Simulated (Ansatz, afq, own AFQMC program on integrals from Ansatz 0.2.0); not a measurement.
Integrals from Ansatz 0.2.0, then the random walk in our own AFQMC program (afq).

```yaml
crystal:
  periodic: [false, false, false]
  atoms:
    - {symbol: O, position_ang: [-1.157888, -0.029165, 0.000000]}
    - {symbol: H, position_ang: [-1.407198, 0.897410, 0.000000]}
    - {symbol: H, position_ang: [0.358112, -0.029165, 0.000000]}
    - {symbol: N, position_ang: [1.398112, -0.029165, 0.000000]}
basis:
  gaussian: {orbitals: cc-pVTZ}
magnetization: {spin_polarized: true, initial_magnetization: 3}
correlation: {method: ccsd_t, electrons: outside_noble_gas, hamiltonian_folder: ham}
```

```sh
$ ansatz run in.yaml --threads 1 --pin off --events-out ev --progress --plain --max-ram 16896MiB --backend cuda --devices 0, --max-vram 18GiB
```

afq runs on the folder ham with

```
--method phaseless --trial cisd --walkers 1500 --populations 20 --least-time 60 --time-step 0.005 --steps-per-block 50 --equilibration-blocks 28 --max-blocks 4000 --target-error 0.00021 --factor-cut 1e-05 --start spin_pure --seed 6848 --release-times 0.24,0.51,0.99,1.62,2.4 --release-step 0.03 --release-every 3 --taylor-order 6
```

Times are imaginary, in 1/Eh. The walk had a cap of 239 s. With eight or more populations the least sampling time is a fifth of least-time, and the error comes from their spread.

afq prints:

```
orbitals 86  electrons 8 5  factors 524 of 524
reference energy -130.38673539 Eh
CCSD correlation -0.37980142 Eh in 15 cycles, weight of the determinant in the CISD state 0.8879
energy of the start -130.765290 Eh
 block  time / (1/Eh)  mean weight  energy / Eh
     1     0.250  0.9998  -130.764243
     2     0.500  1.0000  -130.770355
     3     0.750  0.9988  -130.773945
     4     1.000  0.9997  -130.776023
     5     1.250  1.0005  -130.776717
    10     2.500  1.0009  -130.778158
    29     7.250  1.0000  -130.778434
    49    12.250  0.9994  -130.777626
    69    17.250  1.0002  -130.778633
    77    19.250  0.9998  -130.781499
    89    22.250  1.0004  -130.776547
   109    27.250  1.0007  -130.777741
   121    30.250  0.9992  -130.776503
   129    32.250  1.0003  -130.777788
   149    37.250  0.9994  -130.777387
   169    42.250  1.0007  -130.779170
error from the spread of 20 populations
released: time / (1/Eh)  energy / Eh  error  mean overlap
  0.24  -130.778601  0.000170  0.9957
  0.51  -130.779176  0.000148  0.9898
  0.99  -130.779403  0.000214  0.9791
  1.62  -130.779461  0.000428  0.9711
  2.40  -130.779621  0.000406  0.9562
energy -130.778179 +/- 0.000103 Eh
(rows thinned)
```

The run passed its tests (sampling time, drift between the halves within three errors, error under three times the target), which doesn't prove that it has relaxed, ending at its cap on processor time.

Against this walk (error 2.8 meV) on the same determinant: CCSD(T) 20.8 meV higher, CCSDT(Q) 21.0 meV lower. The error is statistical and leaves out the bias of the constraint. The released energies are still falling (meV from the phaseless value at times in 1/Eh: -11 ± 5 at 0.24, -27 ± 4 at 0.51, -33 ± 6 at 0.99, -35 ± 12 at 1.62, -39 ± 11 at 2.40), so they give no level; they do show a bias of the constraint, and the last of them that isn't too noisy lies 12 meV below CCSDT(Q). CCSDT(Q) is the surest value here, so the walk's 21 meV above it is most likely the bias of the constraint with this trial, which can have either sign.

Cautions: constraint bias not in the error; lower spins were not checked.

The walk took 4 min on 1 × NVIDIA H100 80GB HBM3 with 2 threads of AMD EPYC 7R13 Processor (Zen 3), on a shared host (the card was shared). The log's last line is the phaseless energy.

CCSDT and higher add their correlation energy to the determinant of the CCSD(T) run, since their own runs factorise the integrals more tightly (a shift of under 2 meV). A walk keeps the symmetry of its determinant, which the program's search chose and which needn't be the lowest solution, so a lower state of the same spin and another symmetry isn't excluded.
